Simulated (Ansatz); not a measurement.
**hcp Er**

These are r²SCAN (Ansatz, a first-principles code, plane waves, PAW) values and carry that method's errors.

Numerical settings: plane-wave cutoff 500 eV, 24×24×14 k mesh (along the axes of the cell as run), Fermi–Dirac smearing 0.1 eV, spin-polarised with parallel moments, scalar-relativistic PAW data made under PBE.

Cell: relaxed at this level.

- volume per atom = 32.86 Å³/atom
- lattice constant a = 3.614 Å
- lattice parameter c = 5.811 Å
- magnetic moment per atom (the cell's total over its atoms) = 3.44 μB

Measured, for comparison: equilibrium volume per atom 30.64 Å³/atom (room temperature, no zero-point or thermal correction; as tabulated in Söderlind et al. (2014), doi:10.1088/0953-8984/26/41/416001); lattice constant a 3.559 Å, lattice parameter c 5.585 Å (293 K, no zero-point or thermal correction; as tabulated in Wikipedia's data pages). Computed (rounded) less measured: equilibrium volume per atom +7.2 %, lattice constant a +1.5 %, lattice parameter c +4.0 %.

Note: the 4f shell is treated without U or exact exchange, so its levels and filling can be wrong; the collinear magnetic order is the start's and need not be the measured one.

Moments are spin moments.

Spin–orbit coupling is not included.

The computed numbers hold no vibrational or temperature effects.

The result took around 50 core-minutes (rough).
